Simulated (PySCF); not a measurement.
**Boranamine (BNH4): geometry, coupled-cluster ionisations and excitations**

Computed with PySCF 2.14.0, with density-fitted response routines of our own, on a single molecule in the gas phase. Atoms are numbered from 0 throughout.

## (1) The molecule as given

6 atoms, charge 0, multiplicity 1; geometry from: GFN2-xTB. The atoms were then displaced at random by about 0.01 Å, so the start is not that level's minimum.

Bonds of the start (Å): B0–N1 1.35, B0–H2 1.17, B0–H3 1.19, N1–H4 1.01, N1–H5 1.00.

## (2) Relaxing the molecule at PBE0-D3(BJ)/def2-SVP

What the job is given:

```
{"job": {"xc": "PBE0", "basis": "def2-SVP", "d3": "d3bj", "grid": 1, "shake": 0.01, "kind": "geom"}, "charge": 0, "multiplicity": 1}
B     -0.664990    -0.008630    -0.023110
N      0.685310    -0.020070     0.017480
H     -1.295010    -0.997660    -0.039100
H     -1.195060     1.056670    -0.066270
H      1.268420     0.800150     0.015840
H      1.225500    -0.860480     0.050500
```

Run with:

```bash
> OMP_NUM_THREADS=1 python probes_run.py task.json out
```

This one command runs all jobs of the session in turn.

**Question.** How long does this first job take on 1 thread of Arm Neoverse N1, shared host, and how much memory does it need?

About 3.2 s, with a peak of 0.27 GiB.
